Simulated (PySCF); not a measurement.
Gas-phase reaction: SiH3 + SiH → 2 SiH2

Method: PySCF energies plus ideal-gas RRHO corrections (1 bar). Table values come from the NASA 1993 polynomials. After a fit of one offset per element over all species, the range-separated, M06-2X, PBE0/def2-QZVP and CCSD(T)/def2-TZVPP enthalpies, where run, lie to one side of the table for SiH3 (-20 kJ/mol): a fault of the table's entry, another state or a shared error of the levels is possible; this was not checked at source. † marks an energy on the PBE0/def2-TZVP geometry and frequencies. MP2 and CCSD(T) freeze the core. Open shells (unrestricted): SiH3 (multiplicity 2), SiH (multiplicity 2); the rest are closed-shell singlets. Spin-orbit splitting is ignored; it lowers the true energy and changes the entropy of SiH. B3LYP is the form with VWN-RPA correlation. For this reaction the table lies outside the span of B3LYP, CCSD(T), M06-2X, MP2, PBE0, r2SCAN, ωB97M-V, ωB97X-V in their largest bases here; which side is off was not settled. MP2 isn't extrapolated to the basis-set limit. CCSD(T) isn't extrapolated to the basis-set limit. The table's entry may be an old estimate for SiH3, SiH, SiH2 (not checked at source).

| level | ΔH°(298 K), kJ |
|---|---|
| table | -95.3 |
| B3LYP/def2-TZVP† | ___ |
| CCSD(T)/def2-SVP† | ___ |
| HF/def2-TZVP† | ___ |
| M06-2X/def2-TZVP† | -26.3 |
| MP2/def2-SVP† | -2.6 |
| PBE0/def2-QZVP† | -3.6 |
| r2SCAN/def2-TZVP† | ___ |
| ωB97M-V/def2-TZVP† | -43.9 |

Task: Complete the blanks.

Result: 
- B3LYP/def2-TZVP†, ΔH°(298 K), kJ: -22.2
- CCSD(T)/def2-SVP†, ΔH°(298 K), kJ: -20.5
- HF/def2-TZVP†, ΔH°(298 K), kJ: 44.3
- r2SCAN/def2-TZVP†, ΔH°(298 K), kJ: 11.5
